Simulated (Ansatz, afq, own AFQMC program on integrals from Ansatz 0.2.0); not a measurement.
Two steps: Ansatz 0.2.0 writes the Fock matrix and Cholesky factors of the valence space, and afq projects on them the lowest state that overlaps trial and start.

```yaml
crystal:
  periodic: [false, false, false]
  atoms:
    - {symbol: S, position_ang: [0.000000, -0.039116, -0.009418]}
    - {symbol: H, position_ang: [0.000000, 1.318364, -0.009418]}
    - {symbol: H, position_ang: [0.000000, -0.036793, 1.838580]}
    - {symbol: H, position_ang: [0.000000, -0.037205, -1.529545]}
basis:
  gaussian: {orbitals: 6-31G}
total_charge: 1
magnetization: {spin_polarized: true, initial_magnetization: 2}
correlation: {method: ccsd_t, electrons: outside_noble_gas, hamiltonian_folder: ham}
```

```sh
$ ansatz run in.yaml --threads 1 --pin off --events-out ev --progress --plain --max-ram 24576MiB --backend cuda --devices 0, --max-vram 18GiB
```

afq runs on the folder ham with

```
--method phaseless --trial cisd --walkers 20 --populations 1 --least-time 40 --time-step 0.02 --steps-per-block 10 --equilibration-blocks 30 --max-blocks 200 --target-error 0.00068 --factor-cut 0.0001 --start determinant --seed 1703 --taylor-order 8
```

Times are imaginary, in 1/Eh. The walk had a cap of 60 s.

Output of the walk:

```
orbitals 14  electrons 5 3  factors 72 of 236
reference energy -398.73729683 Eh
CCSD correlation -0.07101430 Eh in 12 cycles, weight of the determinant in the CISD state 0.9385
energy of the start -398.808310 Eh
 block  time / (1/Eh)  mean weight  energy / Eh
     1     0.200  1.0016  -398.808025
     2     0.400  1.0042  -398.807947
     3     0.600  0.9954  -398.808193
     4     0.800  1.0022  -398.808109
     5     1.000  0.9989  -398.808054
    10     2.000  0.9954  -398.808133
    31     6.200  1.0015  -398.808694
    56    11.200  0.9957  -398.808352
    76    15.200  1.0087  -398.811148
    81    16.200  0.9996  -398.808847
   106    21.200  0.9954  -398.808055
   131    26.200  1.0066  -398.808412
   156    31.200  1.0066  -398.808606
   181    36.200  0.9997  -398.809217
   206    41.200  1.0078  -398.809494
   221    44.200  0.9951  -398.807638
   226    45.200  0.9971  -398.809310
blocks merged  error / Eh  count
     1  0.000110  200
     2  0.000140  100
     4  0.000180  50
     8  0.000202  25
    16  0.000253  12
energy -398.809225 +/- 0.000202 Eh
(rows thinned)
```

The run passed its tests (sampling time, drift between the halves within three errors, error under three times the target), which doesn't prove that it has relaxed.

Against this walk (error 5.5 meV) on the same determinant: CCSD(T) 6.6 meV higher (within the noise), full CI 0.4 meV lower (within the noise), a separate phaseless walk with a CISD trial and standard settings 1.7 ± 5.5 meV higher (within the noise). The error is statistical and leaves out the bias of the constraint.

Cautions: constraint bias not in the error; lower spins were not checked; so few walkers bias the energy; the time-step error isn't removed.

The walk took 9.3 s on 1 × NVIDIA H100 80GB HBM3 with 2 threads of AMD EPYC 7R13 Processor (Zen 3), with other jobs on the host (the card was shared). The log's last line is the phaseless energy.

A walk keeps the symmetry of its determinant, which the program's search chose and which needn't be the lowest solution, so a lower state of the same spin and another symmetry isn't excluded.
